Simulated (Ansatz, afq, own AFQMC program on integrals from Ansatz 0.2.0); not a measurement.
## H3, doublet in cc-pVTZ, levels against full CI

| atom | x (Å) | y (Å) | z (Å) |
| --- | --- | --- | --- |
| H | 0.0000 | 0.0000 | -0.9337 |
| H | 0.0000 | 0.0000 | -0.0187 |
| H | 0.0000 | 0.0000 | 0.9523 |

Basis cc-pVTZ. Only valence electrons are correlated. AFQMC by an in-house program on the Cholesky factors that Ansatz 0.2.0 writes for its CCSD(T) run. ph-AFQMC/CISD is guided by a CISD state made of CCSD amplitudes; releasing the constraint for a short imaginary time cuts its bias at the price of noise, slowly where states lie close. Uncertainties: one standard error, sampling alone.

Determinant: UHF, the one that the program's search chose, which needn't be the lowest solution. The geometry is a point of a scan.

Full CI on the same integrals is exact in this basis and with this determinant's frozen core.

The T1 diagnostic is 0.0217. The weight of the determinant in the CISD state is 0.967 and the ⟨S²⟩ of the determinant is 0.788. The size of the correlated space is 3 electrons in 42 orbitals.

(1) Estimate: order these by the size of their error in total energy against full CI, smallest first.
A. CCSD(T)
B. MP2
C. phaseless AFQMC with a CISD trial
D. CCSD

(1) C (0.1 ± 0.02 kJ/mol), A (0.3 kJ/mol), D (1.5 kJ/mol), B (34.5 kJ/mol).

Reference: full CI, correlation energy -1.398 eV.

A walk keeps the symmetry of its determinant, which the program's search chose and which needn't be the lowest solution, so a lower state of the same spin and another symmetry isn't excluded.
